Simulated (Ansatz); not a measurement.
Molecule: HO (charge 0, doublet). SMILES: [OH]
Geometry: optimised at B3LYP-D3(BJ)/def2-TZVP (Ansatz, an electronic-structure program).

Computed values are from Ansatz. Valence correlation only, unless marked. UHF or UKS for open shells. Spin-orbit coupling is left out. Non-relativistic. Basis-set limits of correlation are two-point, X^-3; Hartree-Fock from the larger set (for Q and 5 zeta extrapolated as (X+1)exp(-9√X)).

```json
{
  "atomisation energy De": "448.1 kJ/mol at CCSD(T)/CBS(cc-pVQZ,cc-pV5Z)",
  "vertical ionisation energy (to the triplet)": "13.09 eV at CCSD(T)/CBS(aug-cc-pVTZ,aug-cc-pVQZ)",
  "vertical electron affinity (to the singlet; negative means unbound)": "1.83 eV at CCSD(T)/CBS(aug-cc-pVTZ,aug-cc-pVQZ)",
  "total_energy": "-75.6763 Eh at CCSD(T)/CBS(cc-pVQZ,cc-pV5Z)",
  "dipole_moment": "1.63 D at CCSD(T)/aug-cc-pVDZ",
  "T1 diagnostic": "0.009 at CCSD/cc-pV5Z",
  "measured enthalpy of formation, 298 K": "39.3 kJ/mol (G2/97 table in ASE (Curtiss et al.); older table, unchecked)",
  "measured_ionisation_energy_adiabatic": "13.02 eV (CCCBDB table in ASE; older table, unchecked)"
}
```
